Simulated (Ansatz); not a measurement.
Compare A (`OCOCO`) with its isomer B (`OCC(O)O`).

Calculated with Ansatz (gas phase, PBE0-D4/def2-TZVP geometries, no zero-point term in ΔE). CBS: MP2 limit from def2 TZ/QZ plus the TZ coupled-cluster correction, frozen cores. DFT in def2-TZVPP. B3LYP here is the variant with VWN-RPA as its local correlation; programs differ in this. One conformer a species, not always the lowest.

Which isomer does CCSD(T)/CBS put lower? Give the gap. (Estimate.)

Computed: B, by 44.9 kJ/mol.

Give E(B) − E(A) in kJ/mol with PBE0-D4, B3LYP, CCSD/def2-TZVPP, r2SCAN-D4, MP2/def2-TZVPP, HF/def2-TZVPP, PBE-D4. (Best estimate.)

Computed: PBE0-D4 -42.3, B3LYP -36.2, CCSD/def2-TZVPP -42.0, r2SCAN-D4 -41.4, MP2/def2-TZVPP -45.2, HF/def2-TZVPP -33.7, PBE-D4 -39.9. None reverses the order clearly.

Largest T1 diagnostic: 0.012.

In def2-TZVPP, CCSD(T) changes the Hartree–Fock value by −8.5 kJ/mol (the triples alone add −0.2 kJ/mol) and MP2 by −11.5 kJ/mol.
